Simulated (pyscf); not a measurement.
Single points on ωB97X-D3(BJ)/def2-SVP structures (PySCF, gas phase). Correlated levels are frozen-core, on RHF or UHF. ΔMP2 is the change of the MP2 total energy from the triple- to the quadruple-zeta basis.

O=Ga–OH + H₂O → HO–Ga(OH)–OH
Surface: singlet. Broken: H–O. Formed: H–O, Ga–O. Give ΔE‡ and ΔE from MP2/def2-QZVPP, relative to the separated reactants.

ΔE‡ = -0.53 eV, ΔE = -2.75 eV. CCSD(T)/def2-TZVPP + ΔMP2(QZVPP) gives -0.56 eV and -2.88 eV. Zero-point energy shifts the barrier by +0.03 eV. It is an addition across a multiple bond or ene-type step, with an imaginary mode of 629i cm⁻¹. On the reactant side the descent ends in an adduct with a Ga–O contact, 0.76 eV under the separated species and 0.07 eV under the saddle at ωB97X-D3(BJ)/def2-TZVP. At MP2 the saddle lies under the separated reactants, which points to a path from their complex (located at ωB97X-D3(BJ) alone). What is counted as formed (Ga–O) is already present as a longer contact in the reactant adduct; forming that adduct is a step of its own. At ωB97X-D3(BJ)/def2-TZVP the barrier from the zero used here is -0.69 eV. This is the saddle that the search found; another between the same sides may lie lower. The CCSD(T) − MP2 part came from Ansatz, without density fitting, on the same reference. The frozen core leaves the outer d or s,p core shells of the metals and heavy elements correlated in the MP2 and CC values, and def2-TZVPP describes them poorly, which can shift differences by a few kcal/mol. Elements up to Kr have no core potential and no relativistic terms here.
